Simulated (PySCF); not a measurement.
# CF: energy against distance

Set-up: basis C pcseg-2, F pcseg-2; no relativity; PySCF 2.14. Energies in eV from C + F in their ground configurations at the same level. State: ²Π (doublet), unpaired electrons π ↑.

All columns are B97-3. A positive dipole means C(−)F(+).

| R (Å) | E (eV) | μ (D) | Mulliken charge on C (basis-dependent) | HOMO (eV) | LUMO (eV) | Mayer bond order | ⟨S²⟩ |
| --- | --- | --- | --- | --- | --- | --- | --- |
| 1.092 | -4.625 | 1.80 | -0.07 | -4.83 | -1.36 | 1.32 | 0.75 |
| 1.143 | -5.275 | 1.52 | 0.00 | -5.28 | -1.75 | 1.27 | 0.75 |
| 1.194 | -5.632 | 1.23 | 0.05 | -5.69 | -2.12 | 1.22 | 0.75 |
| 1.232 | -5.759 | 1.01 | 0.08 | -5.97 | -2.37 | 1.18 | 0.75 |
| 1.270 | -5.795 | 0.78 | 0.11 | -6.24 | -2.62 | 1.16 | 0.75 |
| 1.308 | -5.761 | 0.55 | 0.13 | -6.50 | -2.85 | 1.14 | 0.75 |
| 1.359 | -5.637 | 0.24 | 0.16 | -6.82 | -3.14 | 1.11 | 0.75 |
| 1.422 | -5.392 | -0.15 | 0.19 | -7.18 | -3.47 | 1.09 | 0.75 |
| 1.499 | -5.020 | -0.61 | 0.22 | -7.58 | -3.84 | 1.07 | 0.75 |
| 1.600 | -4.458 | -1.22 | 0.27 | -8.05 | -4.28 | 1.03 | 0.75 |

A fit through these points gives, at Re = 1.269 Å, μ = 0.79 D and dμ/dR = -5.98 D/Å; the reduced mass is 7.355 u.

Q: How strong is the fundamental in the double-harmonic approximation, I = 42.26·(dμ/dR)²/μred km/mol?

A: I = 42.26·(-5.98)²/7.355 = 205 km/mol at B97-3.

The state is the lowest determinant that a PBE0 search found; another state may lie lower at other levels.
